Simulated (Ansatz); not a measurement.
N⁺, triplet: from triple and quadruple zeta to the limit

A free N cation.

Ansatz 0.2.0, UHF determinant, valence electrons correlated. Energies in eV.

```tsv
set	X	functions	Hartree–Fock	MP2 correlation	CCSD(T) correlation	time
def2-TZVPP	3	31	-1466.4760	-1.9157	-2.5360	17 s on 1 × NVIDIA H100 80GB HBM3 with 1 thread of AMD EPYC 7R13 Processor (Zen 3) (shared host)
def2-QZVPP	4	57	-1466.5242	-2.0980	-2.6871	17 s on 1 × NVIDIA H100 80GB HBM3 with 1 thread of AMD EPYC 7R13 Processor (Zen 3), with other jobs on the host
```

Hartree–Fock is taken to follow E(X) = E∞ + A·exp(−7.88·√X), correlation E(X) = E∞ + B·X^−2.97.

Problem. Work out the CCSD(T) energy at the limit, and how far the shortcut misses it that extrapolates MP2 and adds CCSD(T) minus MP2 from the smaller set.

Solution. Hartree–Fock: E∞ = E4 + 0.1377·(E4 − E3) = -1466.5308. Correlation: E∞ = E4 + 0.7407·(E4 − E3) = -2.7990 for CCSD(T) and -2.2330 for MP2. The limit is -1469.3298 eV, 0.119 eV below def2-QZVPP. The shortcut gives a correlation energy of -2.2330 + (-0.6202) = -2.8532, 54 meV lower than the direct value.
